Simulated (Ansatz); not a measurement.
```yaml
crystal:
  periodic: [false, false, false]
  atoms:
    - {symbol: Ag, position_ang: [0.000000, 0.000000, 0.000000]}
    - {symbol: F, position_ang: [0.000000, 0.000000, 2.020000]}
basis:
  gaussian: {orbitals: def2-TZVP}
hamiltonian: {xc: pbe0}
relax: {f_tol: 0.004, max_steps: 80}
```

```sh
$ ansatz run in.yaml --threads 1 --pin off --events-out ev --progress --plain --max-ram 2176MiB
```

Steps of the relaxation (energy above the last step; positions in Å, forces in eV/Å):

```
2
step 1, 8.0 meV
Ag    0.000    0.000    0.000    0.000    0.000    0.461
F     0.000    0.000    2.020    0.000    0.000   -0.461
```

```
2
step 2, 0.6 meV
Ag    0.000    0.000    0.012    0.000    0.000    0.135
F     0.000    0.000    2.008    0.000    0.000   -0.135
```

```
2
step 3, 0.0 meV
Ag    0.000    0.000    0.017    0.000    0.000   -0.005
F     0.000    0.000    2.003    0.000    0.000    0.005
```

```
2
step 4, 0.0 meV
Ag    0.000    0.000    0.017    0.000    0.000    0.001
F     0.000    0.000    2.003    0.000    0.000   -0.001
```

Close pairs at the end: Ag1–F2 1.986 Å.

A stationary point of restricted PBE0 after 4 steps (its stability towards spin polarisation wasn't tested). 6 s on 1 thread of Arm Neoverse V1, shared host.
